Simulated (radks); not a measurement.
# P⁴⁺ in [He] 2s1.75 2p6 3s1 4s0.25: an all-electron calculation

What are the levels of the phosphorus ion P4+, how large are its shells, and how does its energy divide?

Method: scalar-relativistic Kohn-Sham, PBEsol, spin-unpolarised, spherical densities, finite nucleus. Code: radks (a radial shooting solver on a logarithmic mesh, Libxc functionals) version 1.

### 1 The system

```
element            : phosphorus (Z = 15)
charge             : +4
electrons          : 11
configuration      : [He] 2s1.75 2p6 3s1 4s0.25
nuclear rms radius : 3.1889 fm
```

### 2 The run

Settings of this run:

```text
Z 15
configuration [He] 2s1.75 2p6 3s1 4s0.25 3p0 3d0
relativity scalar-relativistic
functional pbe_sol,pbe_sol
spin unpolarised
nucleus finite rms 3.1889 fm
c 137.035999084
```

**Question.** What will this run give?

**Answer**, as computed:

```
                        quantity                value
                    total energy   -335.35177 hartree
exchange-correlation share of it               6.17 %
                            −T/E               1.0033
          highest occupied level       4s, -26.756 eV
    most extended occupied level  4s, <r> = 3.34 bohr
 radius at density 0.001 e/bohr³            3.24 bohr
    maxima of the radial density                    2
```

4 principal shells are occupied and 2 maxima appear in the radial density; where shells overlap, one shows as a shoulder or not at all. −T/E is 1.003: with relativity the kinetic term as defined here no longer equals −E. This is not the tabulated ground configuration, so its levels and sizes aren't those of the ground state, and no measured value stands beside it.
